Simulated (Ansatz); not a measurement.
The first iterations of a band of H₃OSSi (6 atoms, charge 0, multiplicity 2).

Computed with UKS BLYP-D4/STO-3G in Ansatz 0.2.0.

```yaml
movable_images: 7
climbing_image: yes
spring: 5.0 eV/Å²
optimiser: quadratic models (default)
start_path: IDPP
force_threshold: 0.03 eV/Å
iteration_limit: 60
end_points: relaxed
```

Image 0:

```xyz
6
Properties=species:S:1:pos:R:3
O 0.366 -2.121 1.243
S 1.311 -0.961 0.469
Si -0.178 0.514 -0.294
H -1.107 -0.106 -1.230
H 0.553 1.569 -0.984
H -0.945 1.105 0.795
```

Image 8:

```xyz
6
Properties=species:S:1:pos:R:3
O 1.386 -1.316 1.589
S 0.499 -1.605 0.186
Si -0.327 0.397 -0.343
H -1.040 0.265 -1.606
H 0.736 1.382 -0.499
H -1.254 0.877 0.674
```

| iteration | highest image above the first end (eV) | largest band force component (eV/Å) |
| --- | --- | --- |
| 1 | 0.162 | 0.999 |
| 2 | 0.073 | 0.744 |

Does the band converge within its limit, and where does its top end?

The run converged. It ended after 7 iterations with the highest image 0.006 eV above the first end. The top lies less than 8 meV above the higher end, about what the thresholds resolve: that end is a shoulder or a very shallow well. A vibrational analysis at the climbing image gives no mode beyond 40i cm⁻¹: the surface is too flat there to confirm a saddle point. Limits of this set-up: minimal basis.

Time of the run: 72 s on 1 thread of Arm Neoverse V1 (shared host), peak memory 0.1 GiB.
